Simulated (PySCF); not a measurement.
**Choosing a basis for TDDFT**

H5NOSi.
Numbering: `[NH2:1][SiH2:2][OH:3]` (hydrogens: H4, H5 on N1; H6, H7 on Si2; H8 on O3)

Structure used (PBE0-D3(BJ)/def2-SVP), in Å, numbered top down from 1:
```
atom  x, y, z in Å
N1     1.210    0.247    0.038
Si2   -0.444   -0.209   -0.096
O3    -1.482    1.033    0.300
H4     1.673    0.863   -0.619
H5     1.867   -0.319    0.559
H6    -0.873   -0.569   -1.476
H7    -0.579   -1.384    0.820
H8    -1.279    1.482    1.126
```

TDDFT with PBE0 (PySCF), vertical singlets, core orbitals frozen in the response, spherical d and f functions. Geometry: PBE0-D3(BJ)/def2-SVP, one conformer, isolated molecule.

| basis | functions | diffuse | S1 (eV) | S2 (eV) | S3 (eV) | S4 (eV) | S5 (eV) | LUMO (eV) | α (au) |
| --- | --- | --- | --- | --- | --- | --- | --- | --- | --- |
| 6-31G* | 56 | no | 7.38 | 7.83 | 8.29 | 8.78 | 8.97 | 1.60 | 29.8 |
| 6-31+G* | 68 | yes | 6.26 | 7.01 | 7.40 | 7.52 | 7.75 | -0.07 | 35.6 |
| def2-SVP | 71 | no | 7.25 | 7.96 | 8.33 | 8.54 | 8.82 | 1.47 | 31.5 |
| def2-SVPD | 107 | yes | 6.62 | 7.33 | 7.68 | 8.08 | 8.20 | 0.29 | 40.6 |
| aug-cc-pVDZ | 118 | yes | 6.10 | 6.80 | 7.15 | 7.27 | 7.37 | -0.28 | 41.7 |
| def2-TZVP | 129 | no | 6.83 | 7.46 | 7.91 | 8.31 | 8.34 | 0.71 | 36.6 |
| def2-TZVPD | 165 | yes | 6.37 | 7.08 | 7.46 | 7.67 | 7.91 | 0.01 | 41.3 |
| aug-cc-pVTZ | 257 | yes | 6.14 | 6.84 | 7.17 | 7.31 | 7.38 | -0.29 | 41.7 |

Question: Compare the sets with the largest diffuse one.

Answer: States are compared by their number. Against the largest diffuse basis here (aug-cc-pVTZ, itself not a converged limit), sets without diffuse functions differ by up to 1.23 eV in S1 and 1.59 eV in S5; the smaller diffuse sets differ by up to 0.48 and 0.83 eV. State by state, the largest deviation of a set without diffuse functions is S1 1.23, S2 1.12, S3 1.16, S4 1.47, S5 1.59 eV. The same number needn't mean the same state in each row. Against aug-cc-pVTZ the polarisability deviates by -28% in 6-31G*, -15% in 6-31+G*, -24% in def2-SVP, -3% in def2-SVPD, 0% in aug-cc-pVDZ, -12% in def2-TZVP, -1% in def2-TZVPD. A single + in a Pople set puts diffuse functions on heavy atoms only.
